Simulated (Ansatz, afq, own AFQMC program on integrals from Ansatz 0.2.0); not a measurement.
Two steps: Ansatz 0.2.0 writes the Fock matrix and Cholesky factors of the valence space, and afq projects on them the lowest state that overlaps trial and start.

```yaml
crystal:
  periodic: [false, false, false]
  atoms:
    - {symbol: B, position_ang: [0.000000, 0.000000, 0.114060]}
    - {symbol: B, position_ang: [0.000000, 0.000000, -1.406367]}
    - {symbol: H, position_ang: [0.000000, 0.000000, 1.292307]}
basis:
  gaussian: {orbitals: cc-pVDZ}
total_charge: 1
magnetization: {spin_polarized: true, initial_magnetization: 2}
correlation: {method: ccsd_t, electrons: outside_noble_gas, hamiltonian_folder: ham}
```

```sh
$ ansatz run in.yaml --threads 1 --pin off --events-out ev --progress --plain --max-ram 1843MiB
```

Options of the walk:

```
--method phaseless --trial cisd --walkers 20 --populations 1 --least-time 40 --time-step 0.01 --steps-per-block 50 --equilibration-blocks 6 --max-blocks 120 --target-error 0.00058 --factor-cut 0.0001 --start spin_pure --seed 3070 --taylor-order 8
```

Times are imaginary, in 1/Eh. The walk had a cap of 219 s.

Log:

```
orbitals 31  electrons 4 2  factors 194 of 308
reference energy -49.47741065 Eh
CCSD correlation -0.10079829 Eh in 12 cycles, weight of the determinant in the CISD state 0.9334
energy of the start -49.578188 Eh
 block  time / (1/Eh)  mean weight  energy / Eh
     1     0.500  0.9991  -49.577913
     2     1.000  1.0012  -49.579038
     3     1.500  1.0013  -49.579125
     4     2.000  1.0023  -49.584958
     5     2.500  1.0037  -49.584913
     7     3.500  1.0004  -49.583692
     9     4.500  0.9993  -49.579350
    11     5.500  1.0004  -49.583975
    15     7.500  1.0056  -49.579551
    19     9.500  1.0042  -49.582313
    23    11.500  1.0006  -49.580169
    27    13.500  1.0049  -49.580982
    31    15.500  1.0008  -49.584139
    35    17.500  1.0016  -49.580357
    39    19.500  0.9984  -49.581994
    43    21.500  1.0024  -49.581435
    47    23.500  1.0001  -49.580159
    51    25.500  0.9989  -49.580700
    55    27.500  0.9998  -49.579910
    59    29.500  1.0013  -49.581079
    63    31.500  1.0028  -49.581206
    67    33.500  0.9946  -49.580407
    71    35.500  0.9987  -49.582937
    75    37.500  1.0018  -49.581323
    79    39.500  1.0004  -49.579285
    83    41.500  1.0013  -49.576887
    85    42.500  0.9992  -49.578526
blocks merged  error / Eh  count
     1  0.000218  80
     2  0.000256  40
     4  0.000281  20
     8  0.000331  10
energy -49.581023 +/- 0.000281 Eh
(rows thinned)
```

The run passed its tests (sampling time, drift between the halves within three errors, error under three times the target), which doesn't prove that it has relaxed.

Against this walk (error 7.7 meV) on the same determinant: CCSD(T) 16.6 meV higher, CCSDT(Q) 6.4 meV lower (within the noise), full CI (a separate run on its own orbitals, whose frozen core shifts it by up to a few meV) 6.7 meV lower (within the noise), a separate phaseless walk with a CISD trial and standard settings 3.8 ± 9.3 meV higher (within the noise). The error is statistical and leaves out the bias of the constraint.

Cautions: constraint bias not in the error; lower spins were not checked; full CI with its own frozen core; so few walkers bias the energy; the time-step error isn't removed.

The walk took 15 s on 1 thread of Arm Neoverse V1 (shared host). The log's last line is the phaseless energy.

CCSDT and higher add their correlation energy to the determinant of the CCSD(T) run, since their own runs factorise the integrals more tightly (a shift of under 2 meV). A walk keeps the symmetry of its determinant, which the program's search chose and which needn't be the lowest solution, so a lower state of the same spin and another symmetry isn't excluded.
